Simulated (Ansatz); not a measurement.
We consider rock-salt TiN, described by r²SCAN in Ansatz (plane waves, PAW).

Settings: plane-wave cutoff 500 eV, 16×16×16 k mesh, Fermi–Dirac smearing 0.05 eV, no spin polarisation, scalar-relativistic PAW data made under PBE.

Computed at the level's own relaxed cell.

Task: Give the computed volume per atom and lattice parameter a.

Result: 
volume per atom: 9.48 Å³/atom
lattice parameter a: 4.233 Å

Measured, for comparison: equilibrium volume per atom 9.52 Å³/atom, lattice constant a 4.239 Å (temperature not stated, not corrected to a static lattice; as tabulated in Zhang et al. (2018), doi:10.1088/1367-2630/aac7f0). Computed (rounded) less measured: equilibrium volume per atom -0.4 %, lattice constant a -0.1 %. A static lattice is as a rule a little smaller and stiffer than an uncorrected measurement, which narrows the difference in the equilibrium volume per atom and would widen misses of the other sign.

Note: the run has no spin polarisation, so it can have missed a magnetic state.

Static lattice: no zero-point or thermal effects.

Computing time: very roughly 22 core-seconds.

Ansatz is a program for electronic structure.
